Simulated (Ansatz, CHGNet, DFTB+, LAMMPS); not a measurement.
## How well does each level of theory give the elastic constant C12 of 3C-SiC?

Reference value: 142 GPa (measured, temperature not stated, no zero-point or thermal correction; as tabulated in Råsander and Moram (2015), arXiv:1505.02379).

Problem. What do Vashishta SiC.vashishta, DFTB cp2k-nonscc, CHGNet-r²SCAN, PBE, HSE06 give, and how far is each from the reference?

Solution. 
```csv
level (code),value (GPa),cell (Å³/atom),difference (%)
Vashishta SiC.vashishta (LAMMPS),143,10.35,+0.7
DFTB cp2k-nonscc (DFTB+),102,10.53,-28
CHGNet-r²SCAN (CHGNet),168,10.32,+18.3
PBE (Ansatz),127,10.50,-10.6
HSE06 (Ansatz),141,10.28,-0.7
```

Leaving aside Vashishta SiC.vashishta, which can be fitted to such values or carry a doubt: The reference's temperature isn't stated, so close values are not ranked against it. Off by more than 25 % (a bound picked here): DFTB cp2k-nonscc (-28 %).

The measured value isn't corrected to a static lattice, so vibrations enter the comparison.  DFTB cp2k-nonscc: this tight-binding set is not self-consistent in the charges. Each level is taken at its own relaxed cell. K meshes differ between the levels. Ansatz's density-functional and Hartree–Fock values are scalar-relativistic unless marked +SOC, with PAW data made under PBE.

Empirical potentials (Vashishta SiC.vashishta) are fitted to chosen data, which need not cover the solid at hand: agreement can be built in, and what lay outside the fit can be far off. Machine-learned potentials (CHGNet-r²SCAN) are trained on DFT data, which may include these solids.

Differences are worked out from the printed values.

Ansatz is a first-principles code.
